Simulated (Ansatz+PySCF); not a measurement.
Values are calculated unless marked as measured or tabulated.
## PySCF 2.14.0 run

```python
from pyscf import gto, scf, cc

mol = gto.M(atom="""
C 0.000000 0.000000 0.000000
Mg 0.679560 0.906080 1.961720
""", basis='sto-3g', charge=0, spin=2)
mf = scf.UHF(mol)
mf.kernel()
mycc = cc.CCSD(mf, frozen=2).run()
et = mycc.ccsd_t()
print(mf.e_tot, mycc.e_corr, et, mycc.e_tot + et)
```

The script is written out from the run's settings.

Output:

```json
{"Converged": "yes", "Reference energy": "-234.25022 hartree", "CCSD correlation energy": "-0.08986 hartree", "Triples correction": "-0.00268 hartree", "Total energy": "-234.34276 hartree", "Spin squared of the determinant": "2.109"}
```

This is not the lowest solution: another run reaches a determinant 1.03 eV lower. Caution: the unrestricted determinant is spin contaminated.
